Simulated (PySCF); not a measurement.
Molecule: phosphabenzene, C5H5P.

Bonds (- single, = double, # triple, : aromatic): C1:C2 1.395 Å, C2:C3 1.391 Å, C3:P4 1.738 Å, P4:C5 1.738 Å, C5:C6 1.391 Å, C6:C1 1.396 Å. C1 carries H7; C2 carries H8; C3 carries H9; C5 carries H10; C6 carries H11.

Geometry PBE0-D3(BJ)/def2-SVP throughout; GIAO in PySCF, gas phase, one conformer, non-relativistic; equivalent atoms averaged; functional PBE0.

Problem. How do the shifts δ (against TMS, H3PO4 at the same level) depend on the basis set? (ppm; last column core-seconds on 1 thread of an AMD EPYC 7R43 64-Core, shared host)

Solution. 
```csv
basis set,functions,C3/C5,C2/C6,C1,P4,H9/H10,H8/H11,H7,core-s
STO-3G,39,140.3,110.5,108.6,322.3,8.86,7.47,7.23,2.5
6-31G,68,158.3,127.5,125.5,176.2,9.41,8.15,7.71,5.1
6-31G*,98,152.9,126.7,123.6,202.4,8.95,7.91,7.49,6.7
def2-SVP,113,156.7,130.7,126.3,221.8,8.83,7.79,7.33,6.9
"6-311+G(2d,p)",200,162.1,137.0,132.2,218.8,9.13,8.15,7.72,15
def2-TZVP,222,163.8,139.0,133.7,224.9,9.12,8.12,7.71,19
```

Problem. Which nucleus moves most, in ppm?

Solution. P4 (phosphorus bonded to 2 C, in a 6-membered ring): from 176.2 ppm with 6-31G to 322.3 ppm with STO-3G. The smallest spread is 0.49 ppm, at H7. Proton shifts span only some 12 ppm, so a few tenths of a ppm matter as much there as several ppm in carbon.

Problem. Taking the largest basis, def2-TZVP (222 functions), as the yardstick, rank the others by their worst heavy-atom deviation.

Solution. 6-311+G(2d,p) 6.1 ppm (200 functions), def2-SVP 8.3 ppm (113 functions), 6-31G* 22.5 ppm (98 functions), 6-31G 48.6 ppm (68 functions), STO-3G 97.4 ppm (39 functions).

A small basis that lands close on one nucleus may do so by chance; judge by the trend and by all nuclei.
